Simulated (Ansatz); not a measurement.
**What a trial cell of LiSc₂ relaxes into**

The calculation used Ansatz, DFT PBE, scalar-relativistic, plane waves, PAW. Cutoff 420 eV, Γ-centred k mesh, Gaussian smearing, no spin polarisation in the final step.

The start puts LiSc₂ on the cadmium chloride structure type (R-3m, No. 166), with Li in place of Cd, Sc in place of Cl, at a guessed volume.

```
Li Sc
1.0
     1.71184    0.98833    5.17019
    -1.71184    0.98833    5.17019
     0.00000   -1.97666    5.17019
Li Sc
1 2
Cartesian
  0.0000 0.0000 0.0000
  0.0000 0.0000 11.6329
  0.0000 0.0000 3.8776
```

Steps on the 6×6×6 mesh (3 atoms). 12 of 15 steps are shown, and the free energy counts from the last. Trial steps that were taken back and renewals of the plane-wave basis can be among the rows.

```tsv
step	ΔF (meV/atom)	V (Å³/atom)	P (GPa)	largest force component (eV/Å)
1	889.2	17.49	20.89	3.088
2	474.3	18.91	10.75	1.165
4	248.5	21.02	4.15	0.176
5	186.6	20.86	4.26	0.075
6	138.5	21.57	2.16	0.228
7	102.7	21.56	1.78	0.151
9	83.8	22.01	0.06	0.001
10	45.5	22.01	2.16	0.003
11	22.1	22.43	1.36	0.094
12	6.9	23.01	0.85	0.083
14	0.2	23.60	0.09	0.020
15	0.0	23.60	0.10	0.019
```

A final relaxation ran on a 18×18×18 mesh. The relaxed crystal, R-3m (No. 166):

```
Li Sc
1.0
     1.62430    0.93779    7.76861
    -1.62430    0.93779    7.76861
     0.00000   -1.87558    7.76861
Li Sc
1 2
Direct
  0.00000 0.00000 0.00000
  0.77917 0.77917 0.77917
  0.22083 0.22083 0.22083
```

```
Volume per atom          : 23.67 Å³
Density                  : 2.27 g/cm³
Energy over the elements : 0.13 eV/atom
Gap on the 18×18×18 mesh : 0 eV (a metal)
```

Formation energies are uncorrected and refer to the elements' standard structures at the same level.

The final run used a 18×18×18 mesh on its 3-atom cell and 0.10 eV smearing. The k mesh leaves about 4 meV/atom of noise in metals.

A structure relaxed within its symmetry needn't be a true minimum.

Cost: 3 runs of about 3.3 core-minutes in all, on Arm Neoverse V1 (shared hosts).